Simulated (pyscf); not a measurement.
F–GeH: [singlet] + HF -> F–GeH: [singlet] + HF (four-centre exchange; singlet surface; F–Ge, F–H broken, F–Ge, F–H formed). Optimised with ωB97X-D3(BJ)/def2-SVP in PySCF. Correlated levels are frozen-core, on RHF or UHF. ΔMP2 is the change of the MP2 total energy from the triple- to the quadruple-zeta basis. Energies in kcal/mol from the separated reactants.

```csv
level,barrier,reaction energy
PBE/def2-TZVP,-8.7,0.0
r²SCAN/def2-TZVP,-8.5,0.0
ωB97M-D3(BJ)/def2-TZVP,-5.0,0.0
HF/def2-TZVP,8.0,0.0
CCSD/def2-TZVPP,[?],0.0
CCSD(T)/def2-TZVPP,-2.9,0.0
CCSD(T)/def2-TZVPP + ΔMP2(QZVPP),[?],0.0
```

### Question
What belongs in the gaps?

### Answer

- CCSD/def2-TZVPP, barrier: -1.0
- CCSD(T)/def2-TZVPP + ΔMP2(QZVPP), barrier: -2.4

On the reactant side the descent ends in a bound adduct, 9.6 kcal/mol under the separated species and 4.5 kcal/mol under the saddle at ωB97X-D3(BJ)/def2-TZVP. On the product side the descent ends in a bound adduct, 9.6 kcal/mol under the separated species and 4.5 kcal/mol under the saddle at ωB97X-D3(BJ)/def2-TZVP. At PBE, r²SCAN, ωB97M-D3(BJ), CCSD, CCSD(T), CCSD(T) the saddle lies under the separated reactants, which points to a path from their complex (located at ωB97X-D3(BJ) alone). At PBE, r²SCAN, ωB97M-D3(BJ), CCSD, CCSD(T), CCSD(T) the saddle lies under the separated products, which points to a path from their complex (located at ωB97X-D3(BJ) alone). At ωB97X-D3(BJ) the barrier from the zero used here is -5.1 kcal/mol. One saddle was located; it need not be the lowest between these sides. The CCSD(T) − MP2 part came from Ansatz, without density fitting, on the same reference. The frozen core leaves the outer d or s,p core shells of the metals and heavy elements correlated in the MP2 and CC values, and def2-TZVPP describes them poorly, which can shift differences by a few kcal/mol. Elements up to Kr have no core potential and no relativistic terms here.
